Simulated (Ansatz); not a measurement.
AlH2OF (SMILES [OH][AlH][F]): methods side by side

AlH2OF has 5 atoms, charge 0, and is taken as a singlet. SMILES: `[OH][AlH][F]`. The shape comes from GFN2-xTB, which is rough for such elements, and wasn't checked as a minimum. This is one conformer, not always the lowest.

Quantity: the vertical energy of the triplet above the singlet, in eV. The values are calculated.

```tsv
level	kind	program	value (eV)	less FCI/STO-3G	CPU time (all runs)
SVWN5/STO-3G	LDA	Ansatz	7.36	-0.59	4 s
BLYP/STO-3G	GGA	Ansatz	7.19	-0.76	7.4 s
r2SCAN0/STO-3G	hybrid meta-GGA	Ansatz	7.79	-0.16	10 s
wB97M-V/STO-3G	range-separated hybrid	Ansatz	8.09	+0.14	58 s
wB97X/STO-3G	range-separated hybrid	Ansatz	8.15	+0.20	20 s
MP2/STO-3G	perturbation theory	Ansatz	8.13	+0.18	0.54 s
CCSDT/STO-3G	coupled cluster or CI	Ansatz	7.96	+0.01	2.7 s
FCI/STO-3G	exact in the basis	Ansatz	7.95	0.00	61 s
```

FCI/STO-3G is exact within its basis and frozen core, so for wave-function methods in that basis the difference is their error; functionals converge differently with the basis, so for them it is only a difference. The values span 7.19 to 8.15 eV. A triplet this far above the singlet is often a Rydberg-like or dissociative state; sets without diffuse functions put Rydberg states too high. All rows use very small basis sets, so none should be taken for the real molecule's value. CPU times are rough (shared hosts, several kinds of processor and program).
